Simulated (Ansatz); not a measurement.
Seven cases of atomisation energy with Al to Br (electronic energies, kcal/mol); geometries: B3LYP-D3(BJ)/def2-TZVP. The cases were drawn at random from those of this class that have a high level and all functionals, leaving out states under which another spin lies or may lie. Left out are anions, K, Ca, elements past Kr, ionisation of Li, Na and Mg, pi-pi* triplets of linear molecules and other triplets made from a closed-shell parent. Runs that doubt their state, and full CI more than 15 mEh from coupled cluster, are set aside; a case stays where another high level and all functionals remain. AFQMC serves as high level only in triple zeta or larger, with a steady walk, a bar under 0.8 kcal/mol and agreement with other high levels or trials where they ran; where none ran, an unstable determinant or (outside 3d species) a high T1 diagnostic also bars it, so strongly correlated cases are thinned. No case was kept or dropped by the size of a functional's miss. High levels with a bar over 0.5 kcal/mol are left out too, and the seventh case lies inside the range of the six. Affinities count positive where energy is released, gaps as the second state minus the first. r2SCAN is by Ansatz (a quantum-chemistry and plane-wave program) in def2-TZVPD. High levels (Ansatz): P = CCSD(T)/CBS(cc-pV(Q+d)Z,cc-pV(5+d)Z) + [CCSDT(Q) - CCSD(T)]/cc-pV(5+d)Z + [CCSDTQ - CCSDT(Q)]/cc-pV(D+d)Z + core + X2C; Q = CCSD(T)/CBS(cc-pV(Q+d)Z,cc-pV(5+d)Z) + [CCSDT(Q) - CCSD(T)]/cc-pV(D+d)Z + core + X2C; R = CCSD(T)/CBS(cc-pVQZ,cc-pV5Z) + [CCSDT(Q) - CCSD(T)]/cc-pV5Z + [CCSDTQ - CCSDT(Q)]/cc-pVDZ; S = CCSD(T)/CBS(cc-pVQZ,cc-pV5Z) + [CCSDT(Q) - CCSD(T)]/cc-pV5Z + [CCSDTQ - CCSDT(Q)]/cc-pVTZ; T = CCSD(T)/CBS(cc-pVQZ,cc-pV5Z) + [CCSDT(Q) - CCSD(T)]/cc-pVDZ; U = CCSD(T)/CBS(cc-pVQZ,cc-pV5Z) + [CCSDT(Q) - CCSD(T)]/cc-pVTZ + [CCSDTQ - CCSDT(Q)]/cc-pVDZ. Radicals and triplets start from unrestricted determinants; spin-orbit coupling is neglected. Cores are frozen in correlated methods (noble-gas shells, and filled d and f shells in the p block). Rows without X2C or -DK are non-relativistic. CBS(X,Y): correlation extrapolated as X^-3, Hartree-Fock from the larger set (Q,5: extrapolated as (X+1)exp(-9√X)). A bracket is a step between two methods taken in the basis named. Functionals run without relativity, which enters their misses. '+ core + X2C': CCSD(T) terms for core correlation (cc-pwCVTZ, 1s frozen past Ne) and scalar relativity (cc-pVTZ-DK). Where a partner has so few electrons that a lower coupled-cluster level is exact, that level stands in. Spin-orbit terms, left out, reach several kcal/mol for Br and I, and more for heavier atoms. The T1 diagnostic of SSi ([Si]=S, singlet) reaches 0.025 in the sets run. The T1 diagnostic of GeO ([O]=[Ge], singlet) reaches 0.038 in the sets run. The UHF reference of C2H2Cl (C=[C]Cl, doublet) is spin-contaminated (<S^2> up to 0.21 over the pure value in the sets run).

| case | r2SCAN | level | high level |
|---|---|---|---|
| SiS (SMILES [Si]=S) | 145.6 | P | 147.8 |
| CH2BrF (SMILES FCBr) | 391.3 | T | 389.2 |
| C2H2Cl (SMILES Cl[C]=C, doublet) | 435.7 | Q | 428.9 |
| C2H3Br (bromoethene, SMILES C=CBr) | 532.6 | T | 529.8 |
| GeH (SMILES [GeH], doublet) | 68.1 | S | 67.9 |
| GeO (oxogermanium, SMILES [O]=[Ge]) | 159.6 | R | 161.0 |
| BH2Se (SMILES B[Se], doublet) | 280.9 | U | withheld |

Fit a straight line from r2SCAN to the high level over the first six rows by least squares, predict the seventh, and compare with the calculation.

Means: r2SCAN 288.82, high level 287.43. Sxx = 177432, Sxy = 175083, slope 0.9868, intercept +2.43 kcal/mol; residual standard deviation 2.4 kcal/mol. Seventh row: 0.9868·(280.9) +2.43 = 279.6 kcal/mol. The calculation gave 272.1 kcal/mol: the line differs from it by +7.5, r2SCAN itself by +8.8.
